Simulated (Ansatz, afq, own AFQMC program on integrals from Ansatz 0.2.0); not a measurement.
HfOF$_{2}$, singlet: AFQMC among the cluster methods

```
atom    x (Å)    y (Å)    z (Å)
  Hf  -0.1101   0.0151  -0.0279
   O   0.4489   1.6773  -0.0279
   F   0.2775  -0.6851  -1.3284
   F   0.3793  -0.8689   1.6141
```

Connectivity, by distances: O–Hf(–F)–F.

Basis def2-SVP with its core potentials. Noble-gas cores (and the filled d shells of Ga–Kr and In–Xe) are frozen. AFQMC by an in-house program on the Cholesky factors that Ansatz 0.2.0 writes for its CCSD(T) run. The CISD trial takes its coefficients from CCSD amplitudes. Released means that phaseless walkers are propagated on without the constraint, phases kept. Uncertainties: one standard error, sampling alone. No spin–orbit coupling. The metal's outer-core s and p shells are frozen, which shifts wave-function levels against functionals.

Determinant: RHF, the one that the program's search chose, which needn't be the lowest solution. The geometry is a point of a scan.

No full CI on the walks' own integrals is used here. The released AFQMC energy serves as the reference, which it does only where one determinant dominates, the energy is flat over the last release times and near the phaseless one (40 meV or 2 meV an electron, half that with transition metals). On small molecules, where full CI could be run and the noise was under 10 meV, such values lay within 10 meV of it in 19 cases of 20, a flattering rate, since the rule was set on those same cases; what remains of the bias isn't in the error bar.

Cautions: no spin-orbit coupling; outer-core shells of the metal frozen; higher spins were not checked; the released value is read at 0.80 1/Eh, later times being too noisy (meV from the phaseless value at times in 1/Eh: 4 ± 9 at 0.24, 2 ± 9 at 0.48, -1 ± 9 at 0.80, -3 ± 17 at 1.20); released reference can be 30 meV off for metals.

The T1 diagnostic is 0.0214, the weight of the determinant in the CISD state is 0.837 and the size of the correlated space is 24 electrons in 67 orbitals.

| level | correlation energy (eV) |
| --- | --- |
| MP2 | -18.3510 |
| CCSD | -17.9244 |
| CCSD(T) | -18.4230 |

(1) Estimate where AFQMC with the constraint released lies against CCSD(T) on the same integrals.

(1) 76.4 ± 9.1 meV below CCSD(T).

Reference: AFQMC with the constraint released, correlation energy -18.499 ± 0.009 eV.

```json
{"level": "CCSD(T)", "E − E(reference) (meV)": "76.4 ± 9.1", "share of correlation (%)": "99.59"}
{"level": "ph-AFQMC/CISD", "E − E(reference) (meV)": "1.2 ± 12.2", "share of correlation (%)": "99.99"}
```

Released energies are given only where the last usable release times agree within the noise; a slower fall can still hide under it.
